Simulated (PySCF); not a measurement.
The dipole of `CC(F)F` from its density and from atomic charges.

Coordinates (PBE0-D3(BJ)/def2-TZVP, Å) and charges (e) from the PBE0/pcSseg-2 density (PySCF):

```json
{"atom": "C1", "x": "-0.548", "y": "-0.019", "z": "-0.563", "Mulliken": "-0.0511", "IAO": "-0.4705", "Hirshfeld": "-0.1380", "ESP-fitted": "-0.5843"}
{"atom": "C2", "x": "0.460", "y": "-0.022", "z": "0.545", "Mulliken": "+0.4861", "IAO": "+0.4628", "Hirshfeld": "+0.1417", "ESP-fitted": "+0.5544"}
{"atom": "F3", "x": "1.577", "y": "-0.700", "z": "0.165", "Mulliken": "-0.2770", "IAO": "-0.3176", "Hirshfeld": "-0.1138", "ESP-fitted": "-0.2620"}
{"atom": "F4", "x": "0.846", "y": "1.250", "z": "0.834", "Mulliken": "-0.2769", "IAO": "-0.3176", "Hirshfeld": "-0.1137", "ESP-fitted": "-0.2623"}
{"atom": "H5", "x": "-0.113", "y": "0.448", "z": "-1.447", "Mulliken": "+0.0414", "IAO": "+0.1689", "Hirshfeld": "+0.0565", "ESP-fitted": "+0.1979"}
{"atom": "H6", "x": "-0.837", "y": "-1.043", "z": "-0.802", "Mulliken": "+0.0373", "IAO": "+0.1661", "Hirshfeld": "+0.0581", "ESP-fitted": "+0.1627"}
{"atom": "H7", "x": "-1.432", "y": "0.540", "z": "-0.257", "Mulliken": "+0.0372", "IAO": "+0.1660", "Hirshfeld": "+0.0580", "ESP-fitted": "+0.1626"}
{"atom": "H8", "x": "0.101", "y": "-0.475", "z": "1.474", "Mulliken": "+0.0031", "IAO": "+0.1419", "Hirshfeld": "+0.0511", "ESP-fitted": "+0.0311"}
```

Question: What dipole does each set of charges give (1 e·Å = 4.803 D), and what does the density give?

Answer: The full density gives (-2.13, -0.72, -0.22) D, 2.26 D in size; dipole vectors point from the negative to the positive end.

| scheme | μx | μy | μz | size (D) | share of the full size (%) | angle to the full dipole (°) |
| --- | --- | --- | --- | --- | --- | --- |
| Mulliken | -2.44 | -0.79 | -0.37 | 2.59 | 115 | 3 |
| IAO | -3.27 | -1.21 | -0.06 | 3.48 | 154 | 5 |
| Hirshfeld | -1.29 | -0.44 | -0.13 | 1.36 | 60 | 0 |
| ESP-fitted | -2.15 | -0.74 | -0.21 | 2.29 | 101 | 0 |

Question: Which set comes closest?

Answer: Length of the difference vector: ESP-fitted 0.02 D, Mulliken 0.35 D, Hirshfeld 0.90 D, IAO 1.24 D. Closest: ESP-fitted. 

Question: What is left for the Hirshfeld atoms' own dipoles?

Answer: The Hirshfeld atoms' densities add up to the full density, so μ = Σ q r + Σ (atomic dipoles). The atomic dipoles sum to (-2.13, -0.72, -0.22) − (-1.29, -0.44, -0.13) = (-0.84, -0.28, -0.09) D, 0.90 D in size.

Question: With the origin at the mean of the coordinates, (0.007, -0.003, -0.006) Å, which are the largest single terms, by size, of the IAO dipole along the direction of the full one?

Answer: F3 +1.94, F4 +1.94, C1 -1.31, C2 -1.05, H7 +0.96 D; all 8 atoms together +3.47 D. The single terms depend on the origin, their sum doesn't.

Question: Give the size of the full dipole in other units.

Answer: 2.26 D = 0.890 au = 0.471 e·Å = 7.55 × 10⁻³⁰ C·m.

Geometry: PBE0-D3(BJ)/def2-TZVP; no solvent, vibrations or thermal averaging.
